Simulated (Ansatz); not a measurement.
Reaction (SMILES): [CH3] (CH3) → CH3+ (singlet, bonded as [CH3]) + e-
B3LYP-D3(BJ)/def2-TZVP geometries, fixed; electronic energies without zero-point terms.

The adiabatic ionisation energy at MP2 with Ansatz (a quantum-chemistry and plane-wave program), in eV, split into its Hartree-Fock and correlation parts. Cores are frozen. Open shells are unrestricted. No added dispersion term, no relativity. Functions are those of the species that has most.

```tsv
basis	X	functions	Hartree-Fock	MP2
cc-pVDZ	2	29	8.927	9.489
cc-pVTZ	3	72	8.980	9.691
cc-pVQZ	4	145	8.990	9.739
```

Worked estimate of the basis-set limit from each neighbouring pair, with Hartree-Fock from the larger set and the correlation part extrapolated as X^-3.
Correlation parts: X = 2: 0.562, X = 3: 0.711, X = 4: 0.749.
- (2,3): (27·(0.711) - 8·(0.562))/19 = 0.774; with Hartree-Fock 8.980 the estimate is 9.754 eV.
- (3,4): (64·(0.749) - 27·(0.711))/37 = 0.777; with Hartree-Fock 8.990 the estimate is 9.767 eV.
The last two estimates differ by 0.013 eV; the largest set lies 0.028 from the last. Over the last step Hartree-Fock moves by 0.010 and the correlation part by 0.038.
